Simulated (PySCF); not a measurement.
Bond stretch in SMILES C#N (CHN). The C1–H3 bond (C1 also carries N; H3 carries nothing else) is varied alone, starting from the PBE0/def2-TZVP optimised geometry.

Levels of theory: RKS-PBE = restricted PBE/cc-pVTZ in PySCF; UKS-PBE = unrestricted PBE/cc-pVTZ (PySCF 2.14.0); RKS-r2SCAN = restricted r2SCAN/cc-pVTZ (PySCF); UCCSD(T) = CCSD(T) on UHF/cc-pVTZ, 2 core orbitals frozen in PySCF.

Energies relative to the lowest point of each curve near equilibrium, in kJ/mol; the last columns give the difference from UCCSD(T):

```tsv
R / Å	RKS-PBE	UKS-PBE	RKS-r2SCAN	UCCSD(T)	RKS-PBE − UCCSD(T)	UKS-PBE − UCCSD(T)	RKS-r2SCAN − UCCSD(T)
0.79	264.1	264.1	257.2	258.0	6.1	6.1	-0.8
0.85	143.2	143.2	137.6	137.8	5.3	5.3	-0.3
0.92	58.1	58.1	54.2	54.2	4.0	4.0	0.0
0.97	23.9	23.9	21.2	21.1	2.8	2.8	0.1
1.01	8.3	8.3	6.7	6.6	1.7	1.7	0.1
1.03	3.8	3.8	2.7	2.6	1.1	1.1	0.1
1.07	0.0	0.0	0.0	0.0	0.0	0.0	0.0
1.10	1.1	1.1	1.9	2.0	-0.9	-0.9	-0.1
1.14	6.9	6.9	8.8	8.9	-2.0	-2.0	-0.1
1.19	19.5	19.5	22.7	23.0	-3.5	-3.5	-0.2
1.24	36.6	36.6	41.2	41.5	-4.9	-4.9	-0.3
1.33	75.0	75.0	82.0	82.4	-7.4	-7.4	-0.4
1.44	128.8	128.8	138.7	139.0	-10.1	-10.1	-0.2
1.59	205.2	205.2	218.8	218.2	-13.0	-13.0	0.6
1.74	277.9	277.9	295.2	297.4	-19.5	-19.5	-2.3
1.91	351.6	351.6	372.7	377.0	-25.4	-25.4	-4.3
2.12	427.8	427.1	453.3	455.5	-27.7	-28.5	-2.2
2.34	491.0	475.1	520.6	509.4	-18.4	-34.4	11.2
2.59	545.6	504.0	579.1	537.5	8.1	-33.5	41.6
2.88	590.9	521.5	627.9	548.2	42.7	-26.8	79.7
3.22	626.4	531.9	666.3	551.9	74.5	-20.1	114.3
3.77	658.5	538.9	700.7	553.4	105.1	-14.5	147.4
```

RKS-PBE is furthest from UCCSD(T) at 3.77 (105.1 kJ/mol, above); its mean absolute difference over the points is 17.5 kJ/mol.

UKS-PBE is furthest from UCCSD(T) at 2.34 (-34.4 kJ/mol, below); its mean absolute difference over the points is 12.1 kJ/mol.

RKS-r2SCAN is furthest from UCCSD(T) at 3.77 (147.4 kJ/mol, above); its mean absolute difference over the points is 18.5 kJ/mol.

At the longest distance RKS-PBE, RKS-r2SCAN leaves fractional charges on the fragments, a sign of delocalisation error or of the restricted form. The restricted form behind RKS-PBE, RKS-r2SCAN keeps the bonding electrons paired and can't separate into open-shell fragments. The unrestricted determinant behind UKS-PBE is spin-contaminated at 2.12 to 3.77 Å (<S²> up to 1.0, against 0.00 for a pure singlet). The unrestricted determinant behind UCCSD(T) is spin-contaminated at 1.74 to 3.77 Å (<S²> up to 1.3, against 0.00 for a pure singlet).
